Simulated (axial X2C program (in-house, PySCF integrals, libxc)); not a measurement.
# ClSi: EOM-IP-CCSD levels

Aim: EOM-IP-CCSD levels of ClSi, with spin–orbit coupling in the Hamiltonian from the start.

Program: an in-house X2C program for linear molecules on PySCF integrals. Level of theory: two-component X2C with atomic mean-field terms, Cl dyall-av3z, Si dyall-av3z. These are calculated values, not measurements.

## (1) Set-up

task.json

```json
{"zs": [17, 14], "q": 0, "bas": ["dyall-av3z", "dyall-av3z"], "r0": 2.15, "eom": "ip", "rq": -1, "thr": -2.0, "nmax": 95, "grid": [1, 0.96, 1.045, 0.92, 1.09, 1.15]}
```

Keys: zs atomic numbers; q charge; bas basis sets; r0 starting distance in Å; eom kind of EOM run; thr threshold in hartree for freezing inner shells (an s shell follows its p shell); nmax most natural virtual spinors; grid distances as factors.

Command:

```bash
> python soeom.py task.json out
```

After this run come: EOM-IP-CCSD at 2.248 Å.

Before running it: what results should come out? Wanted: next root led by one particle; T1 of the reference.

As calculated:

| quantity | value |
| --- | --- |
| lowest root at 2.248 Å | Ω = 1/2, 1.144 eV |
| next root led by one particle | Ω = 1/2, about 32270 cm⁻¹ higher |
| T1 of the reference | 0.013 |

**Reading.** Removing an electron from the reference determinant of ClSi⁻ costs 1.14 eV and empties a spinor of 82% Si pπ, 6% Cl dπ. The closed-shell reference lies 0.72 eV above the lowest determinant found, so these energies count from an excited configuration. Errors of 0.1 to 0.3 eV are usual at this size, and roots led by higher excitations are left out, so the list is incomplete, and low states of that kind can be missing. T1 or the largest double amplitude of the reference is raised, which lowers the reliability.
